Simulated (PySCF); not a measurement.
Isomers of C3H5NO2, mass 87.032 u with the commonest isotopes. Method used: PySCF, PBE0-D3(BJ)/def2-SVP geometry optimisation, gas phase. One conformer each, none proved a minimum here; rigid rotors.

Problem. Order these by out-of-plane moment Σ m c² = (Ia + Ib − Ic)/2, largest first.
A. `[H]/[N:1]=[CH:2]/[CH2:3][O:4][CH:5]=[O:6]` with N1–C2–C3–O4 -133°, C2–C3–O4–C5 -88°, C3–O4–C5–O6 1°
B. `[CH3:1][C:2](=[O:3])[C:4]([NH2:5])=[O:6]` with C1–C2–C4–N5 180°, C2–C4–N5–H 0° and 180°
C. `[NH2:1][C:2](=[O:3])[CH2:4][CH:5]=[O:6]` with H–N1–C2–O3 -169° and -6°, N1–C2–C4–C5 -28°, C2–C4–C5–O6 22°

Solution. A (12.57 u·Å²), C (3.70 u·Å²), B (1.55 u·Å²).

Problem. Order these by rotational constant C, largest first.
A. `[H]/[N:1]=[CH:2]/[CH2:3][O:4][CH:5]=[O:6]` with N1–C2–C3–O4 -133°, C2–C3–O4–C5 -88°, C3–O4–C5–O6 1°
B. `[CH3:1][C:2](=[O:3])[C:4]([NH2:5])=[O:6]` with C1–C2–C4–N5 180°, C2–C4–N5–H 0° and 180°
C. `[NH2:1][C:2](=[O:3])[CH2:4][CH:5]=[O:6]` with H–N1–C2–O3 -169° and -6°, N1–C2–C4–C5 -28°, C2–C4–C5–O6 22°

Solution. B (2193 MHz), C (2021 MHz), A (1851 MHz).

Problem. Order these by dipole moment, largest first.
A. `[H]/[N:1]=[CH:2]/[CH2:3][O:4][CH:5]=[O:6]` with N1–C2–C3–O4 -133°, C2–C3–O4–C5 -88°, C3–O4–C5–O6 1°
B. `[NH2:1][C:2](=[O:3])[CH2:4][CH:5]=[O:6]` with H–N1–C2–O3 -169° and -6°, N1–C2–C4–C5 -28°, C2–C4–C5–O6 22°
C. `[CH3:1][C:2](=[O:3])[C:4]([NH2:5])=[O:6]` with C1–C2–C4–N5 180°, C2–C4–N5–H 0° and 180°

Solution. B (2.18 D), C (1.24 D), A (0.99 D).

```
       SMILES  point group  Ia (u·Å²)  Ib (u·Å²)  Ic (u·Å²)      κ  μa (D)  μb (D)  μc (D)
   NC(=O)CC=O           C1      64.77     192.67     250.04  -0.79    2.07    0.28    0.64
 CC(=O)C(N)=O           Cs      92.54     140.99     230.42  -0.15    0.46    1.15    0.01
[H]/N=C/COC=O           C1      49.91     248.20     272.98  -0.96    0.05    0.12    0.98
```
